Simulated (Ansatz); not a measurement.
**C3H3F3: one species, many methods**

An exercise on one series of results from a longer session: the logs are not shown, and one member is left open.

Method: functionals in def2-TZVPP, the program's frozen cores in correlated methods; program: Ansatz 0.2.0, Gaussian basis.

Plan: PBE-D4, r2SCAN-D4, PBE0-D4, B3LYP-D4, ωB97X-V, ωB97M-V, B2PLYP; CCSD(T)/def2-TZVPP; MP2/def2-QZVPP; extrapolation to the limit.

## The relaxed structure

The geometry comes from an earlier relaxation with PBE0-D4 in a triple-zeta def2 set; it is a stationary point, not always the lowest conformer.

9 atoms, charge 0, spin multiplicity 1.

Atoms are counted from 1 here; the program's logs count them from 0.

Bond lengths: F1–C2 1.333 Å, C2–C3 1.324 Å, C2–H7 1.083 Å, C3–F4 1.340 Å, C3–C5 1.478 Å, C5–F6 1.382 Å, C5–H8 1.094 Å, C5–H9 1.091 Å. Angles: F1–C2–C3 121.3°, F1–C2–H7 114.5°, C3–C2–H7 124.2°, C2–C3–F4 118.0°, C2–C3–C5 126.9°, F4–C3–C5 115.0°, C3–C5–F6 110.7°, C3–C5–H8 110.0°, C3–C5–H9 109.9°, F6–C5–H8 107.6°, F6–C5–H9 108.8°, H8–C5–H9 109.8°.

Set-up of the first run:

in.yaml

```yaml
crystal:
  periodic: [false, false, false]
  atoms:
    - {symbol: F, position_ang: [-1.763931, -1.116140, 0.099938]}
    - {symbol: C, position_ang: [-0.618756, -1.106940, -0.581590]}
    - {symbol: C, position_ang: [0.313617, -0.196824, -0.346913]}
    - {symbol: F, position_ang: [1.436367, -0.242209, -1.077146]}
    - {symbol: C, position_ang: [0.268296, 0.880364, 0.664023]}
    - {symbol: F, position_ang: [0.191351, 2.119090, 0.054975]}
    - {symbol: H, position_ang: [-0.529292, -1.894052, -1.319361]}
    - {symbol: H, position_ang: [1.180456, 0.864736, 1.268568]}
    - {symbol: H, position_ang: [-0.604010, 0.749475, 1.306404]}
basis:
  gaussian: {orbitals: def2-TZVPP}
hamiltonian: {xc: pbe, dispersion: d4}
output: {forces: true, orbitals: {seedname: orbitals}}
```

Among the steps run: PBE-D4 (GGA); r2SCAN-D4 (meta-GGA); PBE0-D4 (hybrid); B3LYP-D4 (hybrid); ωB97X-V (range-separated); ωB97M-V (range-separated); B2PLYP (double hybrid); CCSD(T) in def2-TZVPP; MP2 in def2-QZVPP.

One table of the session follows, with a row left open; its other results are not shown here.

| method | atomisation energy (kJ/mol) |
| --- | --- |
| PBE-D4 | 3845.2 |
| r2SCAN-D4 | 3703.3 |
| PBE0-D4 | 3715.7 |
| B3LYP-D4 | 3675.5 |
| ωB97X-V | 3687.2 |
| ωB97M-V | 3693.2 |
| B2PLYP | 3644.7 |
| HF/def2-TZVPP | 2576.3 |
| MP2/def2-TZVPP | 3698.5 |
| CCSD/def2-TZVPP | ? |
| CCSD(T)/def2-TZVPP | 3573.9 |
| MP2/CBS | 3796.9 |
| CCSD(T)/CBS | 3672.3 |

Q: Estimate the row for CCSD/def2-TZVPP from the others.

**Answer.** atomisation energy (kJ/mol): 3500.6. In the column «atomisation energy (kJ/mol)» it lies between HF/def2-TZVPP (2576.3) and CCSD(T)/def2-TZVPP (3573.9).

Limits of these values: Free atoms (3 F, 3 C, 3 H) were run apart at each level; the atomisation energy is their sum less the molecule, without zero-point or spin-orbit terms.
